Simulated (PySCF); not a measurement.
## How well do the runs reproduce experiment for fluoroacetylene?

**The experiment to reproduce.**

NIST CCCBDB Release 22 (SRD 101), experimental dipoles lists, for the gas: dipole moment (microwave Stark effect) 0.73 D.

The results are set against them at the end.

Compound: fluoroacetylene, C₂HF.
Numbering: `[CH:1]#[C:2][F:3]` (hydrogens: H4 on C1)

Structure used (PBE0-D3(BJ)/def2-TZVP), in Å, numbered top down from 1:
```xyz
4
C2HF angstrom
C     -0.6195   -0.0008   -0.0270
C      0.5168   -0.0261   -0.3875
F      1.7278   -0.0605   -0.7677
H     -1.6328    0.0272    0.2913
```

Runs made with PySCF (gas phase, on this PBE0-D3(BJ)/def2-TZVP geometry; no spin–orbit coupling):

```
                              level                                                                                                                            job  basis functions  wall time
PBE0-D3(BJ)/def2-TZVP, grid level 2                                                                   geometry optimisation from a GFN2-xTB start shaken at random               99      9.0 s
                     B97-2/pcSseg-2                                                                                                                     shieldings              122      2.6 s
                       KT3/pcSseg-2                                                                                                                     shieldings              122      3.7 s
                      PBE0/pcSseg-2                                                     shieldings, charges and field gradients, density and orbital grids written              122      4.3 s
                   wB97X-D/pcSseg-2                                                                                                                     shieldings              122      3.1 s
              CAM-B3LYP/aug-cc-pVTZ                                                             10 singlets by full TDDFT, 4 Tamm–Dancoff triplets, polarisability              161      5.2 s
                   PBE0/aug-cc-pVTZ  10 singlets by full TDDFT, 4 Tamm–Dancoff triplets, polarisability, dynamic polarisability, density and orbital grids written              161      5.9 s
                wB97X-D/aug-cc-pVTZ                                                  10 singlets by full TDDFT, 4 Tamm–Dancoff triplets, polarisability, ΔSCF ions              161      9.0 s
                        B3LYP/pcJ-2                                                                                    spin–spin couplings from 4 perturbed nuclei              177      5.2 s
                        B97-2/pcJ-2                                                                                    spin–spin couplings from 4 perturbed nuclei              177      4.6 s
                         PBE0/pcJ-2                                                                                    spin–spin couplings from 4 perturbed nuclei              177      4.8 s
```

Hardware: one thread, Arm Neoverse V2 (aarch64), shared host.

**Comparison with experiment**

**Dipole moment.** Measured: 0.73 D (NIST CCCBDB Release 22 (SRD 101), experimental dipoles).

| level | computed (D) | computed − measured (D) | % (from the printed values) |
| --- | --- | --- | --- |
| PBE0-D3(BJ)/def2-TZVP | 0.54 | -0.19 | -26 |
| B97-2/pcSseg-2 | 0.57 | -0.16 | -22 |
| KT3/pcSseg-2 | 0.46 | -0.27 | -37 |
| PBE0/pcSseg-2 | 0.58 | -0.15 | -21 |
| wB97X-D/pcSseg-2 | 0.59 | -0.14 | -19 |
| CAM-B3LYP/aug-cc-pVTZ | 0.66 | -0.07 | -10 |
| PBE0/aug-cc-pVTZ | 0.58 | -0.15 | -21 |
| wB97X-D/aug-cc-pVTZ | 0.60 | -0.13 | -18 |
| B3LYP/pcJ-2 | 0.59 | -0.14 | -19 |
| B97-2/pcJ-2 | 0.57 | -0.16 | -22 |
| PBE0/pcJ-2 | 0.58 | -0.15 | -21 |

Closest is CAM-B3LYP/aug-cc-pVTZ (-0.07 D), furthest KT3/pcSseg-2 (-0.27 D); one molecule doesn't rank methods. All 11 levels lie below the measurement. The computed dipoles belong to one fixed geometry; measured ones are averaged over vibrations unless marked μe. Magnitudes are compared, not signs.

The geometry is computed, not the measured one. Where a level misses, the cause wasn't examined.
